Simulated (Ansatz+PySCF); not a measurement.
The numbers below are computed, except where a source is named.
Input for PySCF 2.14.0:

```python
from pyscf import gto, scf, cc

mol = gto.M(atom="""
Si 1.785750 0.000000 1.250400
P 0.000000 0.000000 0.000000
B -1.564580 0.000000 1.095530
""", basis='sto-3g', charge=0, spin=2)
mf = scf.UHF(mol)
mf.kernel()
mycc = cc.CCSD(mf, frozen=11).run()
et = mycc.ccsd_t()
print(mf.e_tot, mycc.e_corr, et, mycc.e_tot + et)
```

The script is written out from the run's settings.

Output:

| Item | Value |
| --- | --- |
| Converged | yes |
| Reference energy | -646.61217 hartree |
| CCSD correlation energy | -0.13856 hartree |
| Triples correction | -0.01210 hartree |
| Total energy | -646.76284 hartree |
| Spin squared of the determinant | 2.138 |

This is not the lowest solution: another run reaches a determinant 1.24 eV lower. Caution: large share of triples, a single reference is doubtful; the unrestricted determinant is spin contaminated; another reference gives a lower total.
